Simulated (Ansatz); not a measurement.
F₂HSi, SMILES F[SiH]F, a relaxed scan of one distance

Program: Ansatz 0.2.0, Python API.

The script, `run_relaxed_scan.py`:
```python
import ansatz as az
from ase import Atoms
import numpy as np

BASIS_SET = "def2-SVP"
XC = "pbe"
VDW = "d3bj"


def main() -> None:
    atoms = Atoms(["F", "Si", "F", "H"], positions=[
        [1.22695, 0.65298, -0.41028],
        [-0.02806, -0.34289, -0.30109],
        [-1.2342, 0.71624, -0.25278],
        [0.03531, -1.02633, 0.96415],
    ])
    mol = az.Crystal.molecule_from_ase(atoms)

    model = (
        mol.calculation()
        .basis(gaussian=BASIS_SET)
        .functional(XC, dispersion=VDW)
        .spin("collinear", total=1)
    )
    symbols = [site.symbol for site in mol.cartesian_sites]
    pairs = [(0, 1), (1, 2), (1, 3)]
    print("held (A)   E (eV)        ", "  ".join(f"{symbols[i]}{i}-{symbols[j]}{j}" for i, j in pairs))
    for length in [1.32, 1.44, 1.55, 1.73, 1.94]:
        rep = model.relax(constraints=[az.DistanceConstraint((1, 3), at=length)], force_tolerance=0.02, max_steps=60).run().report
        xyz = np.array(rep["positions_ang"])
        print(f"{length:6.2f} {rep['free_energy_ev']:14.5f}  ", "  ".join(f"{np.linalg.norm(xyz[i] - xyz[j]):.3f}" for i, j in pairs))


if __name__ == "__main__":
    main()
```

```console
$ python run_relaxed_scan.py
held (A)   E (eV)         F0-Si1  Si1-F2  Si1-H3
DeckWarning: relax.constraints: the input's atoms, or those drawn, lie off the distances that are held; a relaxation that starts there is brought onto them ahead of its first SCF, by positions alone, an atom by 5.97e-2 Å at the most. With the symmetry [...]
  1.32   -13312.62084   1.636  1.636  1.320
  1.44   -13312.97685   1.635  1.635  1.440
  1.55   -13313.02103   1.635  1.635  1.550
  1.73   -13312.78548   1.635  1.635  1.730
  1.94   -13312.32846   1.635  1.635  1.940
```
(Warnings from the package without file and line, shortened, repeats left out.)

Caveats:
- Total energies depend on the basis set; only differences at equal settings carry meaning.
- The energies are electronic: no zero-point or thermal terms, and the basis set is short of its limit.
- The species is open-shell (spin multiplicity 2).
- Hardware and time: 24 s on 1 thread of Intel(R) Xeon(R) 6975P-C (Granite Rapids) (shared host), peak memory 0.2 GiB.

(Lines on the test bed's own set-up are left out of the output.)
